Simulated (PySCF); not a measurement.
**C₃H₄ClF: electronic excitations and core binding energies**

Wanted: the electronic excitations and core binding energies of C₃H₄ClF (`C=C[C@H](F)Cl`), by calculation.

The runs use PySCF 2.14.0, with density-fitted response routines of our own; the level of theory stands in each step. All values are computed, except where a source is named. Atoms count from 0, in the outputs and in this text.

## 1. The starting structure

9 atoms, charge 0, multiplicity 1; geometry from: GFN2-xTB.

Bonds of the start (Å): C0–C1 1.32, C1–C2 1.49, C2–F3 1.36, C2–Cl4 1.80, C0–H5 1.08, C0–H6 1.08, C1–H7 1.08, C2–H8 1.10.

## 2. Excited states and response: CAM-B3LYP/def2-SVPD

What the job is given:

```
{"job": {"kind": "uv", "xc": "CAM-B3LYP", "basis": "def2-SVPD", "nstates": 8, "ntriplets": 3}, "charge": 0, "multiplicity": 1}
C      1.361722    -0.251297    -0.307379
C      0.205881     0.377582    -0.416890
C     -0.963180     0.124508     0.473056
F     -0.653510    -0.671624     1.526060
Cl    -2.260363    -0.696190    -0.473767
H      1.532030    -0.986754     0.460757
H      2.179228    -0.045950    -0.975323
H      0.016222     1.110852    -1.186599
H     -1.404468     1.044868     0.874906
```

With the program's defaults for keys left out, this is: TDDFT CAM-B3LYP/def2-SVPD, vertical, gas phase, core orbitals frozen in the response.

On the command line:

```console
OMP_NUM_THREADS=1 python probes_run.py task.json out
```

The driver reads the jobs from task.json and runs them one after another.

What it wrote:

```text
coarse grid: 8448 points
cycle   1  E = -676.2134095366  dE =  5.979e-01  |g| = 5.867e-01  |ddm| = 4.181e+00
cycle   2  E = -676.1834429704  dE =  2.997e-02  |g| = 7.548e-01  |ddm| = 1.731e+00
cycle   3  E = -676.2895522188  dE = -1.061e-01  |g| = 5.613e-02  |ddm| = 9.528e-01
cycle   4  E = -676.2900771892  dE = -5.250e-04  |g| = 3.081e-02  |ddm| = 1.120e-01
cycle   5  E = -676.2902907407  dE = -2.136e-04  |g| = 4.922e-03  |ddm| = 4.445e-02
cycle   6  E = -676.2902973480  dE = -6.607e-06  |g| = 1.543e-03  |ddm| = 1.155e-02
final grid: 78464 points
cycle   7  E = -676.3733833306  dE = -1.990e-05  |g| = 2.963e-03  |ddm| = 5.318e-02
cycle   8  E = -676.3733827434  dE =  5.871e-07  |g| = 3.623e-03  |ddm| = 8.157e-03
cycle   9  E = -676.3733850822  dE = -2.339e-06  |g| = 2.813e-04  |ddm| = 3.538e-03
cycle  10  E = -676.3733850982  dE = -1.604e-08  |g| = 1.240e-04  |ddm| = 7.022e-04
cycle  11  E = -676.3733851025  dE = -4.238e-09  |g| = 2.649e-05  |ddm| = 2.581e-04
cycle  12  E = -676.3733851027  dE = -1.896e-10  |g| = 9.290e-06  |ddm| = 5.179e-05
converged SCF energy = -676.3733851027

Static polarisability (au): isotropic 53.111, principal 44.930 46.002 68.402

Singlet excitations
state   eV       nm        f      main configurations
  1   6.7533    183.6   0.07072   H-1->L 0.49, H->L 0.37
  2   7.0918    174.8   0.16219   H->L 0.39, H-1->L 0.37, H-2->L 0.13
  3   7.4030    167.5   0.12705   H-2->L 0.69, H->L 0.16
  4   7.7744    159.5   0.11146   H->L+1 0.87
  5   8.1526    152.1   0.01488   H-3->L 0.48, H-1->L+1 0.14, H-1->L+2 0.08
  6   8.4057    147.5   0.03330   H->L+2 0.60, H-3->L 0.15
  7   8.5235    145.5   0.00806   H-1->L+1 0.50, H->L+2 0.20, H-3->L 0.11
  8   8.6598    143.2   0.00704   H->L+3 0.67

Triplet excitations (Tamm-Dancoff, eV): 4.3388 6.2346 6.5868
```

Wall time 11 s (1 thread of Arm Neoverse V2, shared host); peak memory 0.59 GiB.

Frontier orbitals and where they lie:

| orbital | eV | atoms |
| --- | --- | --- |
| HOMO−3 | -12.05 | F3 20 %, C1 18 %, Cl4 16 % |
| HOMO−2 | -10.73 | Cl4 80 %, C2 7 %, F3 6 % |
| HOMO−1 | -10.35 | Cl4 70 %, C2 13 %, H8 6 % |
| HOMO | -9.61 | C1 35 %, C0 34 %, Cl4 18 % |
| LUMO | 0.25 | C0 27 %, Cl4 24 %, C1 22 % |
| LUMO+1 | 1.30 | Cl4 18 %, C1 16 %, C2 15 % |
| LUMO+2 | 1.79 | Cl4 30 %, C0 23 %, H5 11 % |

With each of the 8 states as a Gaussian band of 0.4 eV half-width at 1/e, the curve within the window shown has maxima at 171 nm (ε 11,000) L/(mol cm). Beyond the last state computed it falls off for lack of states. The curve at chosen wavelengths:

(nm, ε (L/mol/cm)): (138, 471), (141, 1142), (143, 1687), (146, 2406), (148, 2790), (151, 3482), (153, 4205), (156, 5700), (158, 6815), (161, 8397), (163, 9329), (166, 10512), (168, 11099), (171, 11497), (173, 11349), (176, 10479), (178, 9540), (181, 7809), (183, 6577), (186, 4804), (188, 3750), (191, 2437), (193, 1755), (196, 1007), (198, 667), (201, 338)

Further results of this job:

| property | computed |
| --- | --- |
| dipole moment (D) | 2.16 |
| polarisability (Å³) | 7.87 |
| HOMO–LUMO gap (eV) | 9.86 |
| −ε(HOMO) (eV) | 9.61 |

## 3. Core-electron binding energies: SCAN, X2C

Same as in step 2 but for these lines:

```diff
@@ -1,2 +1,2 @@
-{"job": {"kind": "uv", "xc": "CAM-B3LYP", "basis": "def2-SVPD", "nstates": 8, "ntriplets": 3}, "charge": 0, "multiplicity": 1}
+{"job": {"kind": "xps"}, "charge": 0, "multiplicity": 1}
 C      1.361722    -0.251297    -0.307379
```

With the program's defaults for keys left out, this is: delta-SCF UKS SCAN, pcX-2 on the ionised atom, pcseg-1 elsewhere, spin-free X2C.

What it wrote:

```text
ground state, core basis on atom 0 (C), 125 functions
  cycle   1  E = -677.98671148  |g| = 5.41e-01
  cycle   2  E = -677.89720794  |g| = 8.71e-01
  cycle   3  E = -678.04321455  |g| = 1.41e-01
  cycle   4  E = -678.04776887  |g| = 4.56e-02
  cycle   5  E = -678.04822234  |g| = 2.02e-02
  cycle   6  E = -678.04831735  |g| = 4.36e-03
  cycle   7  E = -678.04832040  |g| = 1.45e-03
  cycle   8  E = -678.04832225  |g| = 4.44e-04
  E(ground) = -678.05321560 Eh
hole in C 1s of atom 0
  cycle   1  E = -666.78635429  |g| = 1.50e+00
  cycle   2  E = -665.13531422  |g| = 2.07e+00
  cycle   3  E = -667.10763096  |g| = 6.14e-01
  cycle   4  E = -667.29836725  |g| = 3.42e-01
  cycle   5  E = -667.34625961  |g| = 1.66e-01
  cycle   6  E = -667.35929104  |g| = 3.21e-02
  cycle   7  E = -667.35969844  |g| = 1.80e-02
  cycle   8  E = -667.35982063  |g| = 6.52e-03
  cycle   9  E = -667.35985796  |g| = 2.69e-03
  cycle  10  E = -667.35987211  |g| = 1.90e-03
  cycle  11  E = -667.35987642  |g| = 9.06e-04
  cycle  12  E = -667.35987733  |g| = 3.13e-04
  E(ion) = -667.36341995 Eh   <S^2> = 0.7922   hole on atom = 1.000   binding energy = 290.884 eV
ground state, core basis on atom 1 (C), 125 functions
  cycle   1  E = -678.04857913  |g| = 6.25e-02
  cycle   2  E = -678.04783607  |g| = 6.05e-02
  cycle   3  E = -678.04841871  |g| = 3.83e-02
  cycle   4  E = -678.04880470  |g| = 7.19e-03
  cycle   5  E = -678.04881542  |g| = 9.28e-04
  cycle   6  E = -678.04881425  |g| = 2.54e-04
  E(ground) = -678.05426715 Eh
hole in C 1s of atom 1
  cycle   1  E = -666.77444729  |g| = 1.51e+00
  cycle   2  E = -665.81299153  |g| = 1.99e+00
  cycle   3  E = -667.24762838  |g| = 4.52e-01
  cycle   4  E = -667.30635221  |g| = 2.90e-01
  cycle   5  E = -667.34096441  |g| = 7.64e-02
  cycle   6  E = -667.34329168  |g| = 2.01e-02
  cycle   7  E = -667.34351497  |g| = 1.25e-02
  cycle   8  E = -667.34363391  |g| = 5.98e-03
  cycle   9  E = -667.34369251  |g| = 3.01e-03
  cycle  10  E = -667.34372357  |g| = 1.03e-03
  cycle  11  E = -667.34372582  |g| = 4.90e-04
  E(ion) = -667.34775125 Eh   <S^2> = 0.8006   hole on atom = 1.000   binding energy = 291.339 eV
ground state, core basis on atom 2 (C), 125 functions
  cycle   1  E = -678.05424647  |g| = 6.23e-02
  cycle   2  E = -678.05381154  |g| = 5.05e-02
  cycle   3  E = -678.05398680  |g| = 4.24e-02
  cycle   4  E = -678.05443129  |g| = 4.77e-03
  cycle   5  E = -678.05443727  |g| = 1.29e-03
  cycle   6  E = -678.05443634  |g| = 2.73e-04
  E(ground) = -678.05837967 Eh
hole in C 1s of atom 2
  cycle   1  E = -666.65585727  |g| = 1.51e+00
  cycle   2  E = -664.30382128  |g| = 2.62e+00
  cycle   3  E = -667.00234614  |g| = 6.63e-01
  cycle   4  E = -667.13795786  |g| = 4.61e-01
  cycle   5  E = -667.21267673  |g| = 1.26e-01
  cycle   6  E = -667.21778271  |g| = 3.33e-02
  cycle   7  E = -667.21812563  |g| = 2.08e-02
  cycle   8  E = -667.21835186  |g| = 7.40e-03
  cycle   9  E = -667.21839423  |g| = 2.35e-03
  cycle  10  E = -667.21840174  |g| = 1.74e-03
  cycle  11  E = -667.21840453  |g| = 7.03e-04
  cycle  12  E = -667.21840531  |g| = 3.69e-04
  E(ion) = -667.21966932 Eh   <S^2> = 0.7836   hole on atom = 1.000   binding energy = 294.936 eV
ground state, core basis on atom 3 (F), 125 functions
  cycle   1  E = -678.09195999  |g| = 1.18e-01
  cycle   2  E = -678.09147794  |g| = 6.99e-02
  cycle   3  E = -678.09153265  |g| = 6.76e-02
  cycle   4  E = -678.09217296  |g| = 5.77e-03
  cycle   5  E = -678.09218326  |g| = 1.07e-03
  cycle   6  E = -678.09218239  |g| = 2.75e-04
  E(ground) = -678.09866754 Eh
hole in F 1s of atom 3
  cycle   1  E = -651.71873534  |g| = 2.58e+00
  cycle   2  E = -651.25807607  |g| = 2.33e+00
  cycle   3  E = -652.39507873  |g| = 6.32e-01
  cycle   4  E = -652.48327008  |g| = 4.88e-01
  cycle   5  E = -652.60797725  |g| = 6.92e-02
  cycle   6  E = -652.60777668  |g| = 6.90e-02
  cycle   7  E = -652.61041963  |g| = 9.48e-03
  cycle   8  E = -652.61046511  |g| = 2.67e-03
  cycle   9  E = -652.61046846  |g| = 9.76e-04
  cycle  10  E = -652.61046924  |g| = 3.27e-04
  E(ion) = -652.62200465 Eh   <S^2> = 0.7571   hole on atom = 1.000   binding energy = 693.255 eV
ground state, core basis on atom 4 (Cl), 136 functions
  cycle   1  E = -678.23081814  |g| = 4.90e-01
  cycle   2  E = -678.22918728  |g| = 1.35e-01
  cycle   3  E = -678.22526872  |g| = 2.01e-01
  cycle   4  E = -678.23184008  |g| = 1.72e-02
  cycle   5  E = -678.23188315  |g| = 9.50e-03
  cycle   6  E = -678.23190787  |g| = 1.12e-03
  cycle   7  E = -678.23190745  |g| = 2.23e-04
  E(ground) = -678.22239981 Eh
hole in Cl 1s of atom 4
  cycle   1  E = -573.02980014  |g| = 5.47e+00
  cycle   2  E = -573.05125425  |g| = 2.31e+00
  cycle   3  E = -572.46332426  |g| = 1.77e+00
  cycle   4  E = -574.24058197  |g| = 2.57e-01
  cycle   5  E = -574.23457019  |g| = 2.67e-01
  cycle   6  E = -574.26952764  |g| = 8.71e-02
  cycle   7  E = -574.27306153  |g| = 2.88e-02
  cycle   8  E = -574.27346199  |g| = 9.95e-03
  cycle   9  E = -574.27349999  |g| = 3.65e-03
  cycle  10  E = -574.27350646  |g| = 1.22e-03
  cycle  11  E = -574.27350879  |g| = 6.63e-04
  cycle  12  E = -574.27350857  |g| = 2.21e-04
  E(ion) = -574.27167770 Eh   <S^2> = 0.7528   hole on atom = 1.000   binding energy = 2828.643 eV
hole in Cl 2p of atom 4
  cycle   1  E = -670.16498446  |g| = 1.70e+00
  cycle   2  E = -669.74533694  |g| = 1.48e+00
  cycle   3  E = -670.40270692  |g| = 6.30e-01
  cycle   4  E = -670.60860088  |g| = 2.06e-01
  cycle   5  E = -670.61540754  |g| = 1.62e-01
  cycle   6  E = -670.62841024  |g| = 3.16e-02
  cycle   7  E = -670.62891088  |g| = 6.75e-03
  cycle   8  E = -670.62892753  |g| = 3.62e-03
  cycle   9  E = -670.62893287  |g| = 5.79e-04
  cycle  10  E = -670.62893327  |g| = 3.59e-04
  E(ion) = -670.62794214 Eh   <S^2> = 0.7527   hole on atom = 1.001   binding energy = 206.656 eV
  2p3/2 = 206.057 eV   2p1/2 = 207.711 eV
```

Run time: 24 s. Hardware: 1 thread of Arm Neoverse V2, shared host; peak memory 0.49 GiB.

Binding energies by hole, beside the orbital energy of the ground state; the difference holds orbital relaxation and, for a density functional, its self-interaction error:

| hole | stands for | environment | ΔSCF (eV; 2p as the shell's mean) | −ε (eV) | ⟨S²⟩ |
| --- | --- | --- | --- | --- | --- |
| C1s on C0 | C0 | terminal =CH2 carbon | 290.88 | 274.1 | 0.792 |
| C1s on C1 | C1 | alkene CH | 291.34 | 274.4 | 0.801 |
| C1s on C2 | C2 | allylic sp3 CH bonded to Cl and F | 294.94 | 277.8 | 0.784 |
| F1s on F3 | F3 | fluorine on an sp3 carbon | 693.26 | 667.3 | 0.757 |
| Cl1s on Cl4 | Cl4 | chlorine bonded to C | 2828.64 | 2763.6 | 0.753 |
| Cl2p on Cl4 | Cl4 | chlorine bonded to C | 206.61 | 193.5 | 0.753 |

With the spin-orbit splitting: Cl4 2p3/2 206.06, 2p1/2 207.71 eV. The table gives each 2p level as the mean over the whole 2p shell (two parts 2p3/2, one part 2p1/2), which differs a little from the single hole in the log.

## 4. Summary of results

```
                                quantity                               value
    lowest singlet (CAM-B3LYP/def2-SVPD)         6.75 eV (184 nm), f = 0.071
brightest single state of those computed         state 2, 7.09 eV, f = 0.162
                          lowest triplet                             4.34 eV
        C1s binding energies, SCAN/pcX-2  C2 294.94, C1 291.34, C0 290.88 eV
        F1s binding energies, SCAN/pcX-2                        F3 693.26 eV
       Cl1s binding energies, SCAN/pcX-2                      Cl4 2828.64 eV
       Cl2p binding energies, SCAN/pcX-2                       Cl4 206.61 eV
```

The first singlet state (HOMO−1→LUMO 0.49, HOMO→LUMO 0.37) lies at 6.75 eV and is bright; of the 8 states computed, the strongest absorption comes from state 2 at 7.09 eV. The lowest triplet lies 2.41 eV below the lowest singlet (triplets in Tamm-Dancoff, singlets in full TDDFT). The C1s levels kept as sound span 4.05 eV, from C0 (terminal =CH2 carbon) up to C2 (allylic sp3 CH bonded to Cl and F).
